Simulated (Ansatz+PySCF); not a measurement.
The numbers below are computed, except where a source is named.
A run of PySCF 2.14.0 on doublet C3(+) at this shape:

```xyz
3

C     0.0000    0.0000    0.0000
C     0.8058    0.0000    1.2175
C    -0.8058    0.0000    1.2175
```

Its results:

- Converged: yes
- Reference energy: -111.48479 hartree
- CCSD correlation energy: -0.27864 hartree
- Triples correction: -0.02354 hartree
- Total energy: -111.78697 hartree
- Spin squared of the determinant: 0.778

Problem. Which input gives this output? Name the method, the orbitals and the basis set, and write the input.

Solution. UHF-CCSD(T) in STO-3G.

```python
from pyscf import gto, scf, cc

mol = gto.M(atom="""
C 0.000000 0.000000 0.000000
C 0.805830 0.000000 1.217470
C -0.805830 0.000000 1.217470
""", basis='sto-3g', charge=1, spin=1)
mf = scf.UHF(mol)
mf.kernel()
mycc = cc.CCSD(mf, frozen=3).run()
et = mycc.ccsd_t()
print(mf.e_tot, mycc.e_corr, et, mycc.e_tot + et)
```

The reference isn't the lowest determinant (another lies 2.38 eV lower), but the same method gives a higher total on the lower determinant. Caution: large share of triples, a single reference is doubtful.
